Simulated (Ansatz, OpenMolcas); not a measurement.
## Worked example: the enthalpy of formation of C2H3O (acetyl radical)

The species is C2H3O (6 atoms), meant as a doublet with charge 0. SMILES: `C[C]=O`. The shape is that of a PBE0-D4/def2-TZVP optimisation.

```xyz
6

C    -0.1506    0.3609   -0.2462
C    -0.0953   -0.9378    0.4969
O     0.8118   -1.4398    1.0509
H    -0.9297    0.9838    0.1969
H     0.8141    0.8757   -0.2224
H    -0.4502    0.1571   -1.2761
```

Total energies at U-r2SCAN/def2-TZVP (OpenMolcas 26.06); the atoms run unrestricted:

| species | state | energy (Eh) |
| --- | --- | --- |
| C2H3O | doublet | -153.158668 |
| C | triplet | -37.832934 |
| O | triplet | -75.058613 |
| H | doublet | -0.499927 |

Harmonic wavenumbers at UPBE0-D4/def2-TZVP, in cm⁻¹: 115, 471, 882, 947, 1055, 1348, 1444, 1447, 1963, 3041, 3140, 3146.

Measured heats of formation of the gaseous atoms at 298.15 K, in kJ/mol: C 716.9, O 249.2, H 218.0. Spin-orbit lowering of the atoms at 298 K (mean of the ground term's levels less their thermal mean, from spectra), in kJ/mol: C 0.02, O 0.40. Take 1 Eh = 2625.50 kJ/mol, 1 cm⁻¹ = 0.0119627 kJ/mol, RT = 2.479 kJ/mol.

Problem. What heat of formation follows?

Solution. 
1. Electronic atomisation energy: 2 × (-37.832934) + (-75.058613) + 3 × (-0.499927) − (-153.158668) = 0.934406 Eh = 2453.3 kJ/mol.
2. Zero-point energy: half the sum of the wavenumbers, 9499.5 cm⁻¹ = 113.6 kJ/mol.
3. Thermal vibrational enthalpy, Σ hcν̃/(exp(hcν̃/kT) − 1): 2.9 kJ/mol. Translation, rotation and pV of a non-linear molecule: 4 RT = 9.9 kJ/mol.
4. The 6 free atoms carry 5/2 RT each: 37.2 kJ/mol.
5. Spin-orbit coupling lowers the free atoms by 2 × 0.02 + 0.40 = 0.4 kJ/mol.
6. Atomisation enthalpy at 298 K: 2453.3 − 0.4 − 113.6 − 2.9 − 9.9 + 37.2 = 2363.7 kJ/mol.
7. Sum of the atoms' heats of formation: 2337.0 kJ/mol. Heat of formation: 2337.0 − 2363.7 = -26.7 kJ/mol.

The tabulated value is -9.7 kJ/mol (Active Thermochemical Tables), so this level is off by -17.0 kJ/mol, or 0.7 % of the atomisation enthalpy. Anharmonicity and any spin-orbit splitting of the molecule are left out.
